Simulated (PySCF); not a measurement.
**C2ClF3: calculation against experiment**

**What was measured.**

From NIST CCCBDB Release 22 (SRD 101), experimental dipoles, for the gas: dipole moment (dielectric constant against temperature) 0.58 ± 0.04 D.

The runs below try to reproduce these values; the comparison stands at the end.

Species: C2ClF3.
SMILES with atom numbers: `[F:1][C:2]([F:3])=[C:4]([F:5])[Cl:6]`

Structure used (PBE0-D3(BJ)/def2-TZVP), in Å, numbered top down from 1:
```
atom  x, y, z in Å
F1     0.4164   -1.4140    1.0502
C2     0.2119   -0.1941    0.6232
F3     0.4451    0.7046    1.5427
C4    -0.1880    0.0901   -0.6068
F5    -0.4035   -0.8805   -1.4813
Cl6   -0.4564    1.6631   -1.1723
```

The PySCF runs (gas phase, on this PBE0-D3(BJ)/def2-TZVP geometry; no spin–orbit coupling):

```json
{"level": "PBE0-D3(BJ)/def2-TZVP, grid level 2", "job": "geometry optimisation from a GFN2-xTB start shaken at random", "basis functions": "192", "wall time": "2.5 min"}
{"level": "B97-2/pcSseg-2", "job": "shieldings", "basis functions": "223", "wall time": "28 s"}
{"level": "KT3/pcSseg-2", "job": "shieldings", "basis functions": "223", "wall time": "39 s"}
{"level": "PBE0/pcSseg-2", "job": "shieldings, charges and field gradients, density and orbital grids written", "basis functions": "223", "wall time": "35 s"}
{"level": "wB97X-D/pcSseg-2", "job": "shieldings", "basis functions": "223", "wall time": "37 s"}
{"level": "CAM-B3LYP/aug-cc-pVTZ", "job": "10 singlets by full TDDFT, 4 Tamm–Dancoff triplets, polarisability", "basis functions": "280", "wall time": "64 s"}
{"level": "PBE0/aug-cc-pVTZ", "job": "10 singlets by full TDDFT, 4 Tamm–Dancoff triplets, polarisability, dynamic polarisability, density and orbital grids written", "basis functions": "280", "wall time": "64 s"}
{"level": "wB97X-D/aug-cc-pVTZ", "job": "10 singlets by full TDDFT, 4 Tamm–Dancoff triplets, polarisability, ΔSCF ions", "basis functions": "280", "wall time": "1.9 min"}
```

Hardware: one thread, Arm Neoverse N1 (aarch64), shared host.

Results beside the measurements:

**Dipole moment.** Measured: 0.58 D (NIST CCCBDB Release 22 (SRD 101), experimental dipoles).

| level | computed (D) | computed − measured (D) | % (from the printed values) |
| --- | --- | --- | --- |
| PBE0-D3(BJ)/def2-TZVP | 0.42 | -0.16 | -28 |
| B97-2/pcSseg-2 | 0.43 | -0.15 | -26 |
| KT3/pcSseg-2 | 0.39 | -0.19 | -33 |
| PBE0/pcSseg-2 | 0.44 | -0.14 | -24 |
| wB97X-D/pcSseg-2 | 0.42 | -0.16 | -28 |
| CAM-B3LYP/aug-cc-pVTZ | 0.46 | -0.12 | -21 |
| PBE0/aug-cc-pVTZ | 0.41 | -0.17 | -29 |
| wB97X-D/aug-cc-pVTZ | 0.40 | -0.18 | -31 |

Closest is CAM-B3LYP/aug-cc-pVTZ (-0.12 D), furthest KT3/pcSseg-2 (-0.19 D); one molecule doesn't rank methods. All 8 levels lie below the measurement. The computed dipoles belong to one fixed geometry; measured ones are averaged over vibrations unless marked μe. Magnitudes are compared, not signs.

No measured geometry was used, and the causes of the misses weren't examined.
